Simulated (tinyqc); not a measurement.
Worked calculation: extended Hueckel theory, for H3O+. The parameters take no account of the charge, which enters only through the electron count. One step of it, computed by the program tinyqc.

Question. Wolfsberg-Helmholz matrix. H_ij = K' S_ij (H_ii + H_jj)/2 for i != j (the diagonal keeps H_ii), with K' = K + D^2 + D^4 (1 - K), D = (H_ii - H_jj)/(H_ii + H_jj), K = 2.

overlap S:
```
           1O 2s     1O 2px     1O 2py     1O 2pz      2H 1s      3H 1s      4H 1s
1O 2s   1.000000   0.000000   0.000000   0.000000   0.467070   0.466643   0.466643
1O 2px  0.000000   1.000000   0.000000   0.000000   0.395471  -0.197483  -0.197483
1O 2py  0.000000   0.000000   1.000000   0.000000   0.000000   0.342360  -0.342360
1O 2pz  0.000000   0.000000   0.000000   1.000000  -0.028845  -0.028808  -0.028808
2H 1s   0.467070   0.395471   0.000000  -0.028845   1.000000   0.186093   0.186093
3H 1s   0.466643  -0.197483   0.342360  -0.028808   0.186093   1.000000   0.185765
4H 1s   0.466643  -0.197483  -0.342360  -0.028808   0.186093   0.185765   1.000000
```

diagonal H_ii (eV): 1O 2s -32.300000, 1O 2px -14.800000, 1O 2py -14.800000, 1O 2pz -14.800000, 2H 1s -13.600000, 3H 1s -13.600000, 4H 1s -13.600000

K = 2.000000

Give: H.

Answer.

H (eV):
```
           1O 2s    1O 2px    1O 2py    1O 2pz     2H 1s     3H 1s     4H 1s
1O 2s   -32.3000    0.0000    0.0000    0.0000  -22.9224  -22.9014  -22.9014
1O 2px    0.0000  -14.8000    0.0000    0.0000  -11.2414    5.6135    5.6135
1O 2py    0.0000    0.0000  -14.8000    0.0000    0.0000   -9.7317    9.7317
1O 2pz    0.0000    0.0000    0.0000  -14.8000    0.8199    0.8189    0.8189
2H 1s   -22.9224  -11.2414    0.0000    0.8199  -13.6000   -5.0617   -5.0617
3H 1s   -22.9014    5.6135   -9.7317    0.8189   -5.0617  -13.6000   -5.0528
4H 1s   -22.9014    5.6135    9.7317    0.8189   -5.0617   -5.0528  -13.6000
```
